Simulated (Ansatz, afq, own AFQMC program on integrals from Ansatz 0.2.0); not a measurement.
Two steps: Ansatz 0.2.0 writes the Fock matrix and Cholesky factors of the valence space, and afq projects on them the lowest state that overlaps trial and start.

```yaml
crystal:
  periodic: [false, false, false]
  atoms:
    - {symbol: N, position_ang: [0.066747, 0.118031, -0.120543]}
    - {symbol: H, position_ang: [1.004934, 0.131055, 0.259869]}
    - {symbol: H, position_ang: [-0.416199, 0.926312, 0.251641]}
    - {symbol: H, position_ang: [-1.516279, -2.697568, 1.163594]}
basis:
  gaussian: {orbitals: 6-31G}
magnetization: {spin_polarized: true, initial_magnetization: 0}
correlation: {method: ccsd_t, electrons: outside_noble_gas, hamiltonian_folder: ham}
```

```sh
$ ansatz run in.yaml --threads 1 --pin off --events-out ev --progress --plain --max-ram 16896MiB --backend cuda --devices 0, --max-vram 18GiB
```

afq runs on the folder ham with

```
--method free --trial cid --walkers 50 --time-step 0.2 --max-blocks 30 --target-error 0.00136 --factor-cut 1e-05 --seed 2083 --times 0,1,2,3 --taylor-order 8
```

Times are imaginary, in 1/Eh. The walk had a cap of 60 s.

```
orbitals 14  electrons 4 4  factors 75 of 229
reference energy -56.03133928 Eh
CCSD correlation -0.09967052 Eh in 17 cycles, weight of the determinant in the CISD state 0.9589
repeat  energy at the last time / Eh  error
    10  -56.132610  0.000288
    20  -56.132474  0.000236
    30  -56.132405  0.000188
time / (1/Eh)  energy / Eh  error  mean overlap
  0.00  -56.131035  0.000097  1.0423
  1.00  -56.132269  0.000109  1.0414
  2.00  -56.132111  0.000146  1.0449
  3.00  -56.132405  0.000188  1.0098
energy -56.132405 +/- 0.000188 Eh
```

The run passed its tests (error under three times the target), which doesn't prove that it has relaxed.

Against this walk (error 5.1 meV) on the same determinant: CCSD(T) 14.0 meV higher, CCSDT(Q) 2.0 meV higher (within the noise), CCSDTQ 0.9 meV higher (within the noise), full CI 0.5 meV lower (within the noise). The error is statistical, and a free projection of finite length keeps a remainder of its start. The determinant has ⟨S²⟩ = 1.01, so the low cluster orders mix in higher spin, and so can this walk.

A setting was made bad on purpose (time step too long), so the walk's energy isn't to be trusted. Here it did no visible harm: the energy meets the surest value within the noise.

Cautions: remainder of the start not in the error; start is not spin pure; unrestricted determinant spin contaminated (⟨S²⟩ 1.01 against 0.00); the CCSDTQ amplitudes may be one of several solutions (largest double 0.63); the next higher spin lies close (full CI puts it 11 meV above); the time-step error isn't removed.

CCSDT and higher add their correlation energy to the determinant of the CCSD(T) run, since their own runs factorise the integrals more tightly (a shift of under 2 meV). A walk keeps the symmetry of its determinant, which the program's search chose and which needn't be the lowest solution, so a lower state of the same spin and another symmetry isn't excluded.
